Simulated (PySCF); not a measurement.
Species: C₃H₄ (triplet state).
Bonds: C1–C2, C2–C3 (double). Hydrogens: H4 on C1; H5 on C2; H6, H7 on C3.

As a line formula: `[CH]C=C` [triplet].

Level of theory: UKS B3LYP, pcH-1 on C H, non-relativistic, mean-field spin-orbit, GIAO in PySCF 2.14.0. Isolated species at its GFN2-xTB geometry, gas phase. This triplet need not be the ground state; the singlet was not compared here. A GFN2-xTB geometry isn't a minimum of the functional, and hyperfine couplings can be far from their values at a DFT geometry.

Task: Break the g tensor into its mass correction, gauge correction and orbital-Zeeman/spin–orbit terms.

Result: 
```csv
Δg (ppm),1,2,3
relativistic mass correction,-143,-143,-143
gauge correction,29,-6,20
orbital Zeeman/spin–orbit,29,269,281
total,-86,120,158
```

So g = 2.00223, 2.00244, 2.00248 and g_iso = 2.00238; the tensor is rhombic: the two nearest values differ by 15 % of g3 − g1. Axes: g2 is normal to the molecular plane and g3 points within 10° of the C2–C3 bond.

Task: What are the electron Larmor frequencies g μB B/h along the three axes at 340 mT?

Result: 9.5281, 9.5291, 9.5292 GHz for g1, g2 and g3, a range of 1.2 MHz.

Task: At 34.094 GHz, how far is the centre of the isotropic spectrum from where a free electron (g = 2.002319) resonates, zero-field splitting left aside?

Result: B = hν/(g μB) with μB/h = 13.99624 MHz/mT gives 1216.56 mT for the free electron and 1216.52 mT at g_iso, 0.04 mT lower.

Task: What effective moment and Curie constant follow for a powder at temperatures where kT is far above the zero-field splitting?

Result: With the mean of g² = 4.0095 and S(S+1) = 2.00: μ_eff = √(⟨g²⟩S(S+1)) = 2.832 μB and χT = 0.12505·⟨g²⟩·S(S+1) = 1.003 cm³ K/mol (cgs; spin-Hamiltonian part alone).

The largest Mulliken spin populations are on C1 (+1.61), C3 (+0.75) and C2 (-0.34). The positive populations add up to 2.41 and the negative ones to -0.41, together 2S = 2.

The HOMO–LUMO gaps are 6.61 eV among the α and 6.14 eV among the β orbitals.
